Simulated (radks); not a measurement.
# O²⁺ in [He] 2s2 2p2: an all-electron calculation

An exercise on one series of results from a longer session: the logs are not shown, and one member is left open.

Method: non-relativistic Kohn-Sham, exchange-only B88, spin-polarised, spherical densities, point nucleus; open shells are filled with parallel spins first. Code: radks (a radial shooting solver on a logarithmic mesh, Libxc functionals) version 1.

### The system

```
element       : oxygen (Z = 8)
charge        : +2
electrons     : 6
configuration : [He] 2s2 2p2
```

The outer shells:

O²⁺
```
[He] core
2s [↑↓]
2p [↑ ][↑ ][  ]
```

Set-up of the first run:

The run's settings:

```text
Z 8
configuration [He] 2s2 2p2 3s0 3p0
relativity non-relativistic
functional b88,
spin polarised
nucleus point
```

Among the steps run: Self-consistent calculation.

One table of the session follows, with a row left open; its other results are not shown here.

It belongs to the step «Orbitals and density». Radial moments (bohr):

```
  level     <r>  outermost maximum (interpolated)  90 % within
  1s up  0.1999                             0.129        0.358
1s down  0.1991                             0.129        0.356
  2s up   1.022                             0.827         1.60
2s down   1.051                             0.841         1.66
  2p up       ?                                 ?            ?
2p down   1.037                             0.756         1.74
```

Q: Estimate the row for 2p up from the others.

**Answer.** <r>: 0.9870; outermost maximum (interpolated): 0.732; 90 % within: 1.64. In the column «<r>» it lies between 1s up (0.1999) and 2s up (1.022).

Limits of these values: Open shells are spherical and high-spin; term and fine-structure splittings are not resolved.
